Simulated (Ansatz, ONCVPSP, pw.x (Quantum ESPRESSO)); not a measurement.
germanium (Ge): does the ONCV potential hold in the solid?

ONCVPSP 4.0.1.1 (patched build) input, shortened (lines: element, Z, core and valence counts, functional; n l f; lmax; l rc ep ncon nbas qcut; lloc lpopt rc5 dvloc0; l nproj debl; icmod fcfact rcfact), PBE, scalar-relativistic:

```
  Ge 32.00    6    2        4      upf
    1    0    2.00
    2    0    2.00
    2    1    6.00
    3    0    2.00
    3    1    6.00
    3    2   10.00
    4    0    2.00
    4    1    1.00
    2
    0    1.80    0.00    4    6    4.30
    1    2.10    0.00    4    8    4.60
    2    1.70    0.23    5   10    5.70
    4    5    1.50    0.00
    0    3    1.70
    1    1    0.50
    2    1    1.70
    0    0.00    0.00
```

Crystal test: diamond Ge in pw.x 7.5, no spin, 8³ k-points, Fermi–Dirac smearing 0.01 Ry, cutoffs 45/180 Ry. The lattice is a test structure that the element need not adopt, and mesh and smearing are coarse.

pw.x input:

```
&control
  calculation='scf', prefix='x', pseudo_dir='./', outdir='./tmp', tstress=.true., disk_io='none'
/
&system
  ibrav=0, nat=2, ntyp=1, ecutwfc=45, ecutrho=180, nbnd=11,
  occupations='smearing', smearing='fd', degauss=0.01
/
&electrons
  conv_thr=1e-09, mixing_beta=0.4, electron_maxstep=70
/
ATOMIC_SPECIES
Ge 1.0 Ge.UPF
CELL_PARAMETERS angstrom
  0.00000000 2.88253474 2.88253474
  2.88253474 0.00000000 2.88253474
  2.88253474 2.88253474 0.00000000
ATOMIC_POSITIONS crystal
Ge 0.0000 0.0000 0.0000
Ge 0.2500 0.2500 0.2500
K_POINTS automatic
8 8 8 0 0 0
```

```bash
pw.x < Ge.scf.in > Ge.scf.out
```

**Question.** How does the run end?

**Answer.** It converges; the pressure is -0.64 GPa against 0.00 GPa from all-electron LAPW.  The log shows:

```
     charge density cutoff     =     180.0000  Ry
     scf convergence threshold =      1.0E-09
     Exchange-correlation= PBE
     number of k points=    29  Fermi-Dirac smearing, width (Ry)=  0.0100
     iteration #  1     ecut=    45.00 Ry     beta= 0.40
     total energy              =     -15.75514152 Ry
     estimated scf accuracy    <       0.08037839 Ry
     iteration #  2     ecut=    45.00 Ry     beta= 0.40
     total energy              =     -15.75217401 Ry
     estimated scf accuracy    <       0.02415690 Ry
     iteration #  3     ecut=    45.00 Ry     beta= 0.40
     total energy              =     -15.75391771 Ry
     estimated scf accuracy    <       0.00045258 Ry
     iteration #  4     ecut=    45.00 Ry     beta= 0.40
     total energy              =     -15.75407899 Ry
     estimated scf accuracy    <       0.00002238 Ry
     iteration #  5     ecut=    45.00 Ry     beta= 0.40
     total energy              =     -15.75408422 Ry
     estimated scf accuracy    <       0.00000113 Ry
     iteration #  6     ecut=    45.00 Ry     beta= 0.40
     total energy              =     -15.75408469 Ry
     estimated scf accuracy    <       0.00000021 Ry
     iteration #  7     ecut=    45.00 Ry     beta= 0.40
     total energy              =     -15.75408474 Ry
     estimated scf accuracy    <          1.2E-09 Ry
     iteration #  8     ecut=    45.00 Ry     beta= 0.40
     the Fermi energy is     5.2110 ev
!    total energy              =     -15.75408475 Ry
     estimated scf accuracy    <          1.7E-10 Ry
     smearing contrib. (-TS)   =      -0.00084427 Ry
     The total energy is F=E-TS. E is the sum of the following terms:
     one-electron contribution =       3.50311484 Ry
     hartree contribution      =       1.19912612 Ry
     xc contribution           =      -4.63290290 Ry
     ewald contribution        =     -15.82257853 Ry
     convergence has been achieved in   8 iterations
          total   stress  (Ry/bohr**3)                   (kbar)     P=       -6.35
     Message from routine punch:
     Nothing written, as per user request (disk_io='none')
```
